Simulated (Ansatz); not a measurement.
Input file:

```yaml
crystal:
  periodic: [false, false, false]
  atoms:
    - {symbol: Ga, position_ang: [0.000000, -0.033339, 0.259668]}
    - {symbol: Be, position_ang: [0.000000, -0.232171, -2.025597]}
    - {symbol: H, position_ang: [0.000000, 4.382079, 0.149006]}
basis:
  gaussian: {orbitals: "6-31G*"}
magnetization: {spin_polarized: false}
hamiltonian: {pseudopotentials: {relativity: none}}
correlation: {method: ccsdt, electrons: outside_noble_gas, diis_vectors: 12}
output: {forces: true}
```

```sh
$ ansatz run in.yaml --threads 1 --pin off --events-out ev --progress --plain --max-ram 2393MiB
```

Problem. Roughly how long does this take on 1 thread of Arm Neoverse V2, shared host, and how much host memory?

Solution. 26 s wall and 0.18 GiB.

```
824 factors; integrals over basis functions are off by at most 2.4e-7 eV
mean field evaluation 1: about -52730.8173 eV, gradient 1.2e1 eV
mean field evaluation 2: about -52730.8272 eV, gradient 1.2e1 eV
mean field evaluation 4: about -52732.6070 eV, gradient 5.7e0 eV
mean field evaluation 8: about -52733.0376 eV, gradient 4.8e-1 eV
mean field evaluation 16: about -52733.0543 eV, gradient 5.9e-7 eV
mean field evaluation 32: about -52728.9750 eV, gradient 3.3e0 eV
mean field evaluation 64: about -52729.5218 eV, gradient 1.6e1 eV
mean field -52733.05428298 eV, -1937.9040011517 hartree, gradient 5.8e-6 eV, S^2 0.000000; 5 other end points of the search recorded, 0 dependent functions left out; unrestricted orbitals would lower it
mean field evaluation 96: about -52736.2181 eV, gradient 1.3e-3 eV
determinant -52733.05428298 eV, -1937.9040011517 hartree, with singles and doubles -52737.81779283 eV, -1938.0790569099 hartree
determinant -52729.25388587 eV, -1937.7643391337 hartree, with singles and doubles -52734.83788013 eV, -1937.9695471380 hartree
mean field evaluation 128: about -52736.2046 eV, gradient 2.5e-1 eV
mean field evaluation 160: about -52733.0543 eV, gradient 1.0e-2 eV
...
unrestricted determinant -52736.21811463 eV, -1938.0202698202 hartree, S^2 1.5947
15 core orbitals not correlated: weight in the atoms' cores, before any rotation towards them, 1.000 or more for the frozen orbitals, at most 0.000 for the correlated occupied ones
reference -52733.05428298 eV, -1937.9040011517 hartree; 3, 3 occupied and 34, 34 virtual orbitals, 824 factors
second order -3.11591114 eV of doubles, -0.00000000 eV of singles
...
cycle  28  -5.65206521 eV  change   -4.9e-7 eV  update   1.2e-5
cycle  29  -5.65206673 eV  change   -1.5e-6 eV  update   5.8e-6
cycle  30  -5.65206510 eV  change    1.6e-6 eV  update   3.7e-6
cycle  31  -5.65206284 eV  change    2.3e-6 eV  update   2.5e-6
cycle  32  -5.65206284 eV  change   -4.6e-9 eV  update   1.6e-6
cycle  33  -5.65206381 eV  change   -9.7e-7 eV  update   1.0e-6
cycle  34  -5.65206419 eV  change   -3.8e-7 eV  update   5.3e-7
cycle  35  -5.65206423 eV  change   -3.8e-8 eV  update   2.9e-7
cycle  36  -5.65206399 eV  change    2.4e-7 eV  update   1.3e-7
cycle  37  -5.65206392 eV  change    7.1e-8 eV  update   6.6e-8
WARN: these amplitudes may be one of several solutions (largest doubles amplitude 0.88, level shift 2.14 eV)
the calculation of the forces begins
Total energy: -52738.70634690 eV, -1938.1117106696 hartree
Atom 0 at     0.000000    -0.033339     0.259668 Å, force     0.000000     0.133385     0.700323 eV/Å
Atom 1 at     0.000000    -0.232171    -2.025597 Å, force    -0.000000    -0.054898    -0.699216 eV/Å
Atom 2 at     0.000000     4.382079     0.149006 Å, force    -0.000000    -0.078488    -0.001106 eV/Å
Dipole moment:     0.000000    -0.052803    -0.094867 e Å
```

Forces (eV/Å):
```
Ga   0.000  0.133  0.700
Be   0.000 -0.055 -0.699
H    0.000 -0.078 -0.001
```

The T1 diagnostic is 0.192.
